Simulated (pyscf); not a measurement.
PySCF, gas phase, ωB97X-D3(BJ)/def2-SVP geometries.

SMILES: CC(C)(C)Cl
```xyz
14

C     -0.4581     0.2517    -1.3238
C     -0.4025     0.1600     0.1981
C     -1.7520     0.4867     0.8303
C      0.7125     1.0280     0.7732
Cl    -0.0129    -1.5694     0.6207
H     -0.6962     1.2852    -1.6254
H      0.5090    -0.0288    -1.7667
H     -1.2323    -0.4181    -1.7264
H     -2.0282     1.5288     0.5990
H     -2.5364    -0.1787     0.4403
H     -1.7088     0.3699     1.9233
H      0.7705     0.9144     1.8658
H      0.5164     2.0877     0.5401
H      1.6853     0.7485     0.3424
```

### Question
List the bond dissociation enthalpies at 298 K of `[CH3][C]([CH3])([CH3])[Cl]` from ωB97M-D3(BJ)/def2-TZVP, from the weakest bond up.

### Answer
C–Cl to H₃C–C•(CH₃)–CH₃ + Cl•: 353.1 kJ/mol; C–C to CH₃• + H₃C–C•(CH₃)–Cl: 363.7 kJ/mol; C–H to •H₂C–C(CH₃)(CH₃)–Cl + H•: 423.3 kJ/mol. Ring and multiple bonds, and those that leave no two simple radicals, are not listed. Other isomers of H₃C–C•(CH₃)–Cl, •H₂C–C(CH₃)(CH₃)–Cl, H₃C–C•(CH₃)–CH₃ were not searched in full and may lie lower. Left out: the spin-orbit lowering of Cl.
